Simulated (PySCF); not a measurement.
**USVWN5/STO-3G run of N2H3 (hydrazinyl radical)**

Aim: the vertical ionisation energy of N2H3 (hydrazinyl radical) at USVWN5/STO-3G, from 2 runs. 

The calculation is run with PySCF 2.14.0.

6 further runs of the same task are left out: 6 set aside as unsound or not needed.

### 1 The molecule

The species is N2H3 (5 atoms), meant as a doublet with charge 0. As SMILES, `[NH]N`. Geometry: relaxed at GFN2-xTB. This is one conformer, not always the lowest.

Bond lengths: N1–N2 1.335 Å, N1–H3 1.020 Å, N2–H4 1.011 Å, N2–H5 1.017 Å. Angles: N1–N2–H4 112.8°, N1–N2–H5 121.7°, N2–N1–H3 109.8°, H4–N2–H5 116.1°.

### 2 A single-point energy at USVWN5/STO-3G

File calc.py:

```python
from pyscf import gto, dft

molecule = gto.M(
    atom='''
N     -0.330645    -1.522137     0.845199
N     -0.238616     0.476154    -0.691413
H      1.420602    -1.869223     1.570532
H     -1.971117     1.091884    -1.206968
H      1.119757     1.823302    -0.517350
''',
    max_memory=1860,
    charge=0,
    unit='bohr',
    basis='sto-3g',
    verbose=3,
    spin=1,
)

calc0 = dft.UKS(molecule, xc='svwn')
calc0.conv_tol = 1e-10
calc0.grids.level = 5
calc0.kernel()
if not calc0.converged:
    calc0 = calc0.newton().run(calc0.mo_coeff, calc0.mo_occ)

e_tot = calc0.e_tot
print('Final energy', e_tot)
```

Command:

```sh
$ OMP_NUM_THREADS=1 python calc.py
```

Log:

```text
converged SCF energy = -108.809425355268  <S^2> = 0.75079769  2S+1 = 2.0007975
Final energy -108.80942535526754
```

Wall time 2 s (1 thread of Arm Neoverse V2, shared host); peak memory 0.13 GiB.

### 3 The singlet cation at the same level

File calc.py:

```python
from pyscf import gto, dft

molecule = gto.M(
    atom=[
    ('N', (-0.174970, -0.805480, 0.447260)),
    ('N', (-0.126270, 0.251970, -0.365880)),
    ('H', (0.751750, -0.989150, 0.831090)),
    ('H', (-1.043070, 0.577800, -0.638700)),
    ('H', (0.592550, 0.964850, -0.273770)),
],
    charge=1,
    basis='sto-3g',
    verbose=3,
    max_memory=1860,
    spin=0,
)

calc0 = dft.RKS(molecule)
calc0.xc = 'svwn'
calc0.grids.level = 5
calc0.conv_tol = 1e-10
calc0.kernel()
if not calc0.converged:
    calc0 = calc0.newton().run(calc0.mo_coeff, calc0.mo_occ)

e_final = calc0.e_tot
print('Final energy', e_final)
```

Command:

```sh
$ OMP_NUM_THREADS=1 python calc.py
```

Log:

```text
converged SCF energy = -108.591272268892
Final energy -108.59127226889211
```

It took 1.4 s on 1 thread of Arm Neoverse V2, shared host; peak memory 0.13 GiB.

### 4 Summary of results

At USVWN5/STO-3G:

| quantity | value |
| --- | --- |
| doublet N2H3: total energy | -108.80943 Eh |
| doublet N2H3: dipole moment | 2.52 D |
| doublet N2H3: HOMO energy (highest over α and β) | -0.02 eV |
| doublet N2H3: LUMO energy (lowest over α and β) | 1.69 eV |
| doublet N2H3: ⟨S²⟩ | 0.751 |
| singlet cation: total energy | -108.59127 Eh |
| singlet cation: HOMO energy | -14.13 eV |
| singlet cation: LUMO energy | -11.79 eV |
| singlet cation: HOMO–LUMO gap | 2.34 eV |
| vertical ionisation energy (to the singlet cation) | 5.936 eV |

In words: The vertical ionisation energy comes to 5.94 eV (137 kcal/mol). Only the singlet of the ionised species was computed; a triplet could lie lower. In a minimal basis such a difference can be off by several eV, whatever the method. Mulliken charges (doublet N2H3) run from -0.32 on N2 to +0.23 on H4.
